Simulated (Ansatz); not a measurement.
The input, for Ansatz 0.2.0:

```yaml
crystal:
  periodic: [false, false, false]
  atoms:
    - {symbol: Ge, position_ang: [0.000000, 0.000000, 0.273860]}
    - {symbol: C, position_ang: [0.000000, 0.000000, -1.494741]}
    - {symbol: H, position_ang: [0.000000, 1.285282, 1.096845]}
    - {symbol: H, position_ang: [0.000000, -1.285282, 1.096845]}
    - {symbol: H, position_ang: [0.000000, 0.923283, -2.059354]}
    - {symbol: H, position_ang: [0.000000, -0.923283, -2.059354]}
basis:
  gaussian: {orbitals: cc-pVDZ}
total_charge: 1
magnetization: {spin_polarized: false, initial_magnetization: 1}
correlation: {method: bccd_t, electrons: outside_noble_gas}
```

```sh
$ ansatz run in.yaml --threads 1 --pin off --events-out ev --progress --plain --max-ram 2393MiB
```

(1) Roughly how long does this take on 1 thread of Arm Neoverse V1, shared host, and how much host memory?

```
632 factors; integrals over basis functions are off by at most 1.1e-3 eV
mean field evaluation 1: about -57555.6885 eV, gradient 2.4e1 eV
mean field evaluation 2: about -57555.6893 eV, gradient 2.4e1 eV
mean field evaluation 4: about -57557.3476 eV, gradient 2.1e0 eV
mean field evaluation 8: about -57557.3655 eV, gradient 5.5e-4 eV
mean field evaluation 16: about -57557.3647 eV, gradient 1.5e-1 eV
mean field -57557.36554027 eV, -2115.1941698213 hartree, gradient 1.9e-6 eV, S^2 0.750000; 0 other end points of the search recorded, 0 dependent functions left out
15 core orbitals not correlated: weight in the atoms' cores, before any rotation towards them, 0.999 or more for the frozen orbitals, at most 0.001 for the correlated occupied ones
reference -57557.36554027 eV, -2115.1941698213 hartree; 6, 5 occupied and 40, 41 virtual orbitals, 632 factors
second order -5.19159896 eV of doubles, -0.04662834 eV of singles
cycle   1  -5.96247736 eV  change   -7.2e-1 eV  update   5.8e-2
cycle   2  -6.19692384 eV  change   -2.3e-1 eV  update   2.0e-2
cycle   3  -6.20824308 eV  change   -1.1e-2 eV  update   6.1e-3
cycle   4  -6.20618516 eV  change    2.1e-3 eV  update   2.5e-3
cycle   5  -6.20571480 eV  change    4.7e-4 eV  update   1.1e-3
cycle   6  -6.20563445 eV  change    8.0e-5 eV  update   4.1e-4
cycle   7  -6.20570009 eV  change   -6.6e-5 eV  update   1.6e-4
cycle   8  -6.20570466 eV  change   -4.6e-6 eV  update   5.0e-5
cycle   9  -6.20569122 eV  change    1.3e-5 eV  update   1.6e-5
cycle  10  -6.20568954 eV  change    1.7e-6 eV  update   5.3e-6
perturbative correction -0.14457022 eV, -0.0053128577 hartree
Total energy: -57563.71580003 eV, -2115.4275375632 hartree
```

Answers

(1) 2.9 s wall and 0.2 GiB.
